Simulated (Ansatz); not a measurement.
Coupled-cluster diagnostics for Al3H2 (the lowest doublet isomer of a short search), Ansatz.

Geometry of the doublet (B3LYP-D4/def2-TZVP):

| atom | x (Å) | y (Å) | z (Å) |
| --- | --- | --- | --- |
| Al1 | -0.235 | 1.907 | -0.826 |
| Al2 | 0.923 | -0.302 | -0.991 |
| Al3 | -0.933 | 0.322 | 0.976 |
| H4 | -1.603 | -0.384 | 2.250 |
| H5 | 1.847 | -1.543 | -1.410 |

Correlated methods freeze 15 core orbitals. The structure comes from a short search, and lower isomers may exist.

Geometry of the charge 0 quartet (B3LYP-D4/def2-TZVP):

```xyz
5

Al    1.6256    1.2109    0.8449
Al    0.6059   -0.7601   -0.7689
Al   -1.0005    0.4675    0.5626
H    -2.4014    0.9055    1.1608
H     1.1704   -1.8238   -1.7995
```

Estimate the CCSD(T) correlation energy, the shares of MP2 and (T), T1 and the reference's ⟨S²⟩ for: charge 0, doublet, own geometry in def2-TZVPP; charge 0, doublet, own geometry in def2-TZVPD; charge 0, quartet, own geometry in def2-TZVPP; charge 1, singlet, vertical in def2-TZVPP; charge -1, singlet, vertical in def2-TZVPD; and the rough time on 4 threads of Arm Neoverse V1 on a shared host.


```tsv
state	basis	correlation (eV)	MP2 share (%)	(T) share (%)	T1	⟨S²⟩ (pure)	wall time	remarks
charge 0, doublet, own geometry	def2-TZVPP	-7.042	76.7	6.0	0.071	1.14 (0.75)	16 s	large T1, spin-contaminated
charge 0, doublet, own geometry	def2-TZVPD	-6.888	75.8	6.1	0.071	1.14 (0.75)	13 s	large T1, spin-contaminated
charge 0, quartet, own geometry	def2-TZVPP	-6.408	77.8	5.0	0.025	3.79 (3.75)	14 s	–
charge 1, singlet, vertical	def2-TZVPP	-6.424	78.7	4.6	0.016	0.00 (0.00)	4.6 s	restricted SCF unstable
charge -1, singlet, vertical	def2-TZVPD	-8.173	83.4	7.4	0.021	0.00 (0.00)	5.5 s	large T1, restricted SCF unstable
```
Customary marks for T1 are 0.02 (closed shells), 0.045 (open shells) and about 0.05 (3d metals). T1 exceeds 0.02 in 4 of 5 rows and 0.045 in 2; the higher it lies, the less the single-reference result can be trusted.
